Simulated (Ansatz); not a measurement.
Reaction (hydrogenolysis of a C–F bond): `N=C(CF)CF` + H₂ → `CC(=N)CF` + H–F

Isolated molecules relaxed with PBE0-D4/def2-TZVP in Ansatz; ΔE leaves out vibrations. CCSD(T)/CBS adds triple-zeta CCSD(T) − MP2 to the extrapolated MP2 energy (def2 sets, frozen cores). This one scheme is used for every species. DFT in def2-TZVPP. B3LYP here is the variant with VWN-RPA as its local correlation; programs differ in this. Each species was taken in one conformer, which may not be the lowest.

`N=C(CF)CF`:

```xyz
11

N     0.616   -1.581    0.095
C     0.198   -0.398   -0.013
C     0.658    0.429   -1.180
F     0.637    1.776   -0.866
C    -0.780    0.267    0.916
F    -1.194   -0.616    1.884
H     0.180   -2.040    0.896
H     1.671    0.140   -1.463
H    -0.013    0.275   -2.031
H    -1.657    0.617    0.360
H    -0.317    1.131    1.401
```

H₂:

```xyz
2

H     0.048   -0.343   -0.138
H    -0.048    0.343    0.138
```

`CC(=N)CF`:

Cartesian coordinates in Å:
```
C -1.170 -0.152 -0.785
C 0.240 -0.219 -0.292
N 1.138 -0.803 -0.960
C 0.480 0.455 1.033
F 1.794 0.351 1.419
H -1.243 -0.660 -1.745
H -1.494 0.886 -0.901
H -1.855 -0.625 -0.075
H 2.032 -0.748 -0.469
H -0.145 -0.003 1.808
H 0.222 1.518 0.968
```

H–F:

Z-matrix (Å, degrees):
```
F
H 1 0.920
```

Is it downhill or uphill in electronic energy at CCSD(T)/CBS, and by how much? (An estimate is asked.)

Computed: Downhill: ΔE = -1.22 eV.

What do these levels give: PBE-D4, PBE, B3LYP, SCS-MP2/def2-TZVPP, MP2/def2-QZVPP, CCSD/CBS(def2)? (An estimate is asked.)

Ansatz gave: PBE-D4 -1.10, PBE -1.11, B3LYP -1.10, SCS-MP2/def2-TZVPP -1.19, MP2/def2-QZVPP -1.28, CCSD/CBS(def2) -1.24 eV.

Largest T1 diagnostic among the species: 0.012.

From PBE to PBE0 (25 % exact exchange), in def2-TZVPP and without D4, ΔE moves by −0.07 eV. In def2-TZVPP, CCSD(T) changes the Hartree–Fock value by −0.04 eV (the triples alone add +0.02 eV) and MP2 by −0.11 eV.
